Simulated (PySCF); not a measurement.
Excitation energies in several basis sets

Methylenecyclopropene, C4H4.
InChI=1S/C4H4/c1-4-2-3-4/h2-3H,1H2

TDDFT with PBE0 (PySCF), vertical singlets, core orbitals frozen in the response, spherical d and f functions. Isolated species at its PBE0-D3(BJ)/def2-SVP geometry, gas phase.

| basis | functions | diffuse | S1 (eV) | S2 (eV) | S3 (eV) | S4 (eV) | S5 (eV) | LUMO (eV) | α (au) |
| --- | --- | --- | --- | --- | --- | --- | --- | --- | --- |
| 6-31G* | 64 | no | 4.35 | 6.43 | 7.54 | 7.72 | 7.81 | -0.13 | 37.0 |
| def2-SVP | 76 | no | 4.30 | 6.30 | 7.26 | 7.33 | 7.67 | -0.45 | 39.7 |
| def2-SVPD | 112 | yes | 4.20 | 5.94 | 6.22 | 6.42 | 6.49 | -0.64 | 46.6 |
| def2-TZVP | 148 | no | 4.19 | 6.20 | 6.85 | 6.95 | 7.11 | -0.60 | 45.2 |

Q: How much do these states and the polarisability depend on the basis?

A: States are compared by their number. Against the only diffuse basis here (def2-SVPD, itself not a converged limit), sets without diffuse functions differ by up to 0.15 eV in S1 and 1.32 eV in S5. State by state, the largest deviation of a set without diffuse functions is S1 0.15, S2 0.49, S3 1.32, S4 1.30, S5 1.32 eV. The same number needn't mean the same state in each row. Against def2-SVPD the polarisability deviates by -21% in 6-31G*, -15% in def2-SVP, -3% in def2-TZVP.
